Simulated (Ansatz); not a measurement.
Relaxation of CH$_{5}$BO (8 atoms, charge 0, multiplicity 1), to a largest force component of 0.03 eV/Å in at most 50 steps.

All numbers below come from Ansatz, RKS BLYP/def2-SVPD.

```xyz
8
Properties=species:S:1:pos:R:3
B 0.243 -0.856 -0.018
H 0.064 0.767 -1.859
O 0.604 -1.738 -0.778
H 0.272 0.124 -2.050
C -0.210 0.220 0.987
H -0.181 -0.171 2.021
H 0.451 1.106 0.930
H -1.243 0.549 0.766
```

Q: Where does it end, and by what steps?

A: The forces met the threshold. After 9 steps the energy has fallen by 0.242 eV; H2 moved furthest, 0.77 Å.

```csv
step,energy less start (eV),largest force component (eV/Å),accepted
0,0.0000,2.495,yes
1,-0.1786,0.254,yes
2,-0.2210,0.099,yes
3,-0.1900,2.066,no
4,-0.2294,0.111,yes
5,-0.2368,0.042,yes
6,-0.2401,0.061,yes
7,-0.2411,0.071,yes
8,-0.2415,0.054,yes
9,-0.2416,0.014,yes
```

```xyz
8
Properties=species:S:1:pos:R:3
B 0.262 -1.054 0.271
H 0.034 1.174 -2.515
O 0.631 -1.993 -0.412
H 0.244 0.439 -2.545
C -0.204 0.131 1.136
H -0.238 -0.150 2.206
H 0.486 0.990 1.026
H -1.216 0.462 0.833
```

Whether the end is a true minimum wasn't checked by a vibrational analysis.

The run took 5.5 s on 2 threads of AMD EPYC 9B45 (Zen 5) (shared host), peak memory 0.18 GiB.
